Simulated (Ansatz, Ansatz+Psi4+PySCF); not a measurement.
```yaml
atoms:
  - { symbol: N, position_ang: [0.0000, 0.4616, -0.4173] }
  - { symbol: H, position_ang: [0.0000, 1.4066, 0.2492] }
  - { symbol: O, position_ang: [0.0000, -0.5797, 0.3340] }
```

Basis set: cc-pVTZ (spherical functions). Frozen core: 2 orbitals. Charge 0, multiplicity 1.

Computed with Ansatz (development build ahead of 0.2.0); each method stands on the lowest determinant of its kind that the runs found. Restricted open shells among the atoms or ions are ROHF, correlated in semicanonical orbitals with singles.

The atomization energy at this shape (free ground-state atoms in the same class of orbitals less the molecule, no zero-point energy) of singlet HNO:

| method | atomization energy |
| --- | --- |
| RHF | 276.0 kJ/mol |

Q: What does RHF-MP2 give?

A: 816.9 kJ/mol. Caution: in another basis set an unrestricted determinant lies well below; the shape is not the minimum.
